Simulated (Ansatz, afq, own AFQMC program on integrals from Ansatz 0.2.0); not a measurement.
Atomization energy of Si₂H₃, doublet

```xyz
5

Si    0.0000    0.0235    1.0897
Si    0.0000   -0.0769   -1.1897
H     0.0000    1.2166    1.9857
H     0.0000   -1.1800    1.9697
H     0.0000    1.4507   -1.1705
```

Connectivity, by distances: SiH2–SiH.

Atoms in their ground-state spins without spin–orbit coupling (mostly on UHF) minus the molecule (UHF), without zero-point energy. The geometry is a stationary point, not shown to be a minimum.

Basis aug-cc-pVDZ. Only valence electrons are correlated. Ansatz 0.2.0 and our own AFQMC program on the same integrals; the CISD trial comes from CCSD amplitudes, and released means the phaseless constraint is let go. Uncertainties: one standard error, sampling alone. The errors of all members are added in quadrature.

No full CI on the walks' own integrals is used here; CCSDT(Q) serves as the reference and is uncertain by about the last step of the cluster series. Each member takes its own surest rung, up to full CI.

The best estimate is CCSD(T) at the basis-set limit (CBS: def2-TZVPP and def2-QZVPP, with their diffuse functions for anions and beside diffuse sets, CCSD(T) itself extrapolated) plus the step from CCSD(T) to CCSDT(Q) in aug-cc-pVDZ. Rows without CBS are in aug-cc-pVDZ, the functionals in def2-TZVP; B2PLYP and the wave-function rows carry a basis error of their own. Core correlation and relativity beyond core potentials are missing, and ± holds the sampling alone.

Cautions: Si₂H₃ (doublet): the released energies are still falling, so no released level is given (meV from the phaseless value at times in 1/Eh: -5 ± 4 at 0.24, -11 ± 3 at 0.51, -16 ± 3 at 0.99, -23 ± 3 at 1.62, -26 ± 4 at 2.40), though the last usable value meets CCSDT(Q) within the noise, its ph-AFQMC/CISD value lies 23 ± 5 meV above CCSDT(Q); other spins of the molecule weren't checked.

| level | atomization energy (kJ/mol) |
| --- | --- |
| HF | 839.4 |
| r2SCAN | 1211.2 |
| B2PLYP | 1176.5 |

**Question.** From these cheaper values, estimate the atomization energy at the level of the best estimate.

**Answer.** 1203.7 kJ/mol (best estimate, highest rung CCSDT(Q)).

```csv
level,atomization energy (kJ/mol),error against the best estimate (kJ/mol)
MP2,1065.9,-137.8
CCSD,1077.4,-126.3
CCSD(T),1091.3,-112.4
CCSDT,1093.1,-110.7
CCSDT(Q),1094.0,-109.7
ph-AFQMC/CISD,1092.4 ± 0.5,-111.3 ± 0.5
HF/CBS,876.3,-327.4
MP2/CBS,1172.1,-31.6
CCSD(T)/CBS,1201.1,-2.6
PBE,1195.5,-8.2
PBE0,1186.5,-17.2
B3LYP,1196.6,-7.1
wB97M-V,1206.7,3.0
```

Correlation beyond CCSD(T) adds 2.6 kJ/mol. Going to the basis-set limit adds 109.8 kJ/mol at CCSD(T). The perturbative (T) step is worth +13.9 kJ/mol. The functionals spread over 34.7 kJ/mol; wB97M-V comes nearest and B2PLYP is 27.2 kJ/mol too low.

Best estimates are given only where the step beyond CCSD(T) is under 0.3 eV and no member's determinant is very poor (T1 over 0.05, or 0.07 for open shells, ⟨S²⟩ too high by 0.3, two states mixed), so the hardest cases are missing from such tables.

The functionals ran in a triple-zeta set and keep a basis error of their own, a few kJ/mol for each bond in atomization energies and more for double hybrids, so close places among them and the extrapolated levels can swap.

CCSDT and higher add their correlation energy to the determinant of the CCSD(T) run, since their own runs factorise the integrals more tightly (a shift of under 2 meV). Each member of a difference takes its own highest rung, so a best estimate needn't equal the limit plus the step of one row. A walk keeps the symmetry of its determinant, which the program's search chose and which needn't be the lowest solution, so a lower state of the same spin and another symmetry isn't excluded.
